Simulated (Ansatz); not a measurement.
## Nudged elastic band run: BH4O

Input file:

```yaml
crystal:
  periodic: [false, false, false]
  atoms:
    - { symbol: B, position_ang: [0.108408, 0.037704, 0.754463] }
    - { symbol: H, position_ang: [0.240945, -1.231732, 0.51056] }
    - { symbol: H, position_ang: [0.789391, 0.759518, 0.071426] }
    - { symbol: H, position_ang: [-0.886272, -0.523525, 0.134427] }
    - { symbol: O, position_ang: [-0.107928, 0.388912, 2.065393] }
    - { symbol: H, position_ang: [-0.658944, -0.231976, 2.550833] }
magnetization:
  spin_polarized: true
  initial_magnetization: 1
basis:
  gaussian: { orbitals: def2-SVP }
hamiltonian:
  xc: pbe0
neb:
  order_check: false
  images: 3
  f_tol: 0.03
  max_iterations: 60
  climbing: true
  final_atoms:
    - { symbol: B, position_ang: [-0.20754031, -0.07191938, 0.22327907] }
    - { symbol: H, position_ang: [0.86911967, -0.65300842, 1.97162378] }
    - { symbol: H, position_ang: [0.77507217, 0.45651697, -0.24449698] }
    - { symbol: H, position_ang: [-1.3384379, 0.33471264, 0.08366647] }
    - { symbol: O, position_ang: [0.04721538, -0.1591429, 1.84316876] }
    - { symbol: H, position_ang: [-0.65982901, -0.70825791, 2.2098609] }
  initial_path:
    images:
      - { positions_ang: [[0.108408, 0.037704, 0.754463], [0.240945, -1.231732, 0.51056], [0.789391, 0.759518, 0.071426], [-0.886272, -0.523525, 0.134427], [-0.107928, 0.388912, 2.065393], [-0.658944, -0.231976, 2.550833]] }
      - { positions_ang: [[0.08987893, -0.02233342, 0.3777529], [0.0514426, -0.5814772, 0.9641272], [0.91854751, 0.56437629, -0.21809823], [-0.80911124, -0.59120431, -0.26328504], [-0.21824621, 0.29759634, 2.38592342], [-0.5469116, -0.4680567, 2.84068176]] }
      - { positions_ang: [[0.07134986, -0.08237083, 0.0010428], [-0.13805979, 0.0687776, 1.41769439], [1.04770403, 0.36923458, -0.50762247], [-0.73195048, -0.65888362, -0.66099708], [-0.32856442, 0.20628068, 2.70645383], [-0.4348792, -0.70413741, 3.13053052]] }
      - { positions_ang: [[-0.06809522, -0.0771451, 0.11216093], [0.36552994, -0.29211541, 1.69465909], [0.9113881, 0.41287577, -0.37605972], [-1.03519419, -0.16208549, -0.28866531], [-0.14067452, 0.02356889, 2.2748113], [-0.5473541, -0.70619766, 2.67019571]] }
      - { positions_ang: [[-0.20754031, -0.07191938, 0.22327907], [0.86911967, -0.65300842, 1.97162378], [0.77507217, 0.45651697, -0.24449698], [-1.3384379, 0.33471264, 0.08366647], [0.04721538, -0.1591429, 1.84316876], [-0.65982901, -0.70825791, 2.2098609]] }
```

Launched with:

```bash
$ ansatz run input.yaml --threads 1 --pin off --max-ram 2048MiB --backend cpu --events-out ev --progress --plain --runs-dir out
```

Output, in part (warnings, iteration lines, the closing report on the highest movable image, with atoms numbered from 0):

```
NEB end point (image 0): max|allowed force component| = 8.352e-3 eV/Å (the criterion of neb.relax_end_points is 1.000e-2)
NEB end point (image 4): max|allowed force component| = 1.493e-2 eV/Å (the criterion of neb.relax_end_points is 1.000e-2)
NEB iter   1: max|band force component| = 2.096e1 eV/Å  barrier→ = 6.9384 eV  barrier← = 5.9315 eV  Δτ_max = 0.2000 Å  (159 SCF iters)
NEB iter   2: max|band force component| = 4.967e0 eV/Å  barrier→ = 3.1280 eV  barrier← = 2.1211 eV  Δτ_max = 0.2000 Å  (102 SCF iters)
NEB iter   3: max|band force component| = 3.132e0 eV/Å  barrier→ = 2.5941 eV  barrier← = 1.5872 eV  Δτ_max = 0.2000 Å  (98 SCF iters)
NEB iter   4: max|band force component| = 1.435e0 eV/Å  barrier→ = 2.4718 eV  barrier← = 1.4649 eV  Δτ_max = 0.1898 Å  (105 SCF iters)
NEB iter   5: max|band force component| = 4.570e0 eV/Å  barrier→ = 2.4381 eV  barrier← = 1.4312 eV  Δτ_max = 0.0999 Å  (99 SCF iters)
NEB iter   6: max|band force component| = 1.175e0 eV/Å  barrier→ = 2.2546 eV  barrier← = 1.2477 eV  Δτ_max = 0.2000 Å  (92 SCF iters)
NEB iter   7: max|band force component| = 1.338e0 eV/Å  barrier→ = 1.8579 eV  barrier← = 0.8510 eV  Δτ_max = 0.1009 Å  (95 SCF iters)
NEB iter   8: max|band force component| = 1.365e0 eV/Å  barrier→ = 1.6693 eV  barrier← = 0.6624 eV  Δτ_max = 0.1014 Å  (91 SCF iters)
NEB iter   9: max|band force component| = 1.242e0 eV/Å  barrier→ = 1.4774 eV  barrier← = 0.4705 eV  Δτ_max = 0.1997 Å  (92 SCF iters)
NEB iter  10: max|band force component| = 7.803e-1 eV/Å  barrier→ = 1.2900 eV  barrier← = 0.2831 eV  Δτ_max = 0.1091 Å  (88 SCF iters)
NEB iter  11: max|band force component| = 9.804e-1 eV/Å  barrier→ = 1.2974 eV  barrier← = 0.2904 eV  CI = image 2  Δτ_max = 0.0863 Å  (94 SCF iters)
NEB iter  12: max|band force component| = 1.582e-1 eV/Å  barrier→ = 1.3365 eV  barrier← = 0.3296 eV  CI = image 2  Δτ_max = 0.0395 Å  (94 SCF iters)
NEB iter  13: max|band force component| = 6.645e-2 eV/Å  barrier→ = 1.3327 eV  barrier← = 0.3257 eV  CI = image 2  Δτ_max = 0.0126 Å  (88 SCF iters)
NEB iter  14: max|band force component| = 4.770e-2 eV/Å  barrier→ = 1.3321 eV  barrier← = 0.3252 eV  CI = image 2  Δτ_max = 0.0026 Å  (74 SCF iters)
NEB iter  15: max|band force component| = 1.528e-2 eV/Å  barrier→ = 1.3321 eV  barrier← = 0.3252 eV  CI = image 2  Δτ_max = 0.0000 Å  (148 SCF iters)
Total energy: -2780.26146271 eV, -102.1727242257 hartree
Atom 0 at     0.022039    -0.088514     0.389026 Å, force     0.002209    -0.000481     0.001058 eV/Å
Atom 1 at     0.587046    -0.704773     1.624230 Å, force    -0.002311     0.002839    -0.001888 eV/Å
Atom 2 at     0.797550     0.681140    -0.110465 Å, force     0.000337     0.000372    -0.000113 eV/Å
Atom 3 at    -0.999785    -0.523583    -0.079501 Å, force     0.000155    -0.000145     0.002295 eV/Å
Atom 4 at    -0.061081     0.141681     1.974352 Å, force    -0.000045    -0.003296    -0.001902 eV/Å
Atom 5 at    -0.860169    -0.307049     2.289460 Å, force    -0.000345     0.000712     0.000551 eV/Å
Dipole moment:    -0.236793    -0.184068     0.481235 e Å
```

The forces met the threshold. Another band between the same ends (7 images) ends at a top of the same energy, where a vibrational analysis finds 1 clearly imaginary mode. So few images can step over the top or miss a turn of the path.

Final band (atoms are numbered from 1 in the order of the input):

```csv
image,path coordinate (Å),energy (eV),B1–H2 (Å),H2–O5 (Å)
0,0.00,0.00,1.30,2.27
1,0.72,0.33,1.36,1.86
2,1.45,1.33,1.49,1.12
3,2.06,1.04,2.05,0.97
4,2.67,1.01,2.13,0.97
```

Run time: 31 s on 1 thread of AMD EPYC 9R45 96-Core Processor (Zen 5) (shared host), peak memory 0.13 GiB.
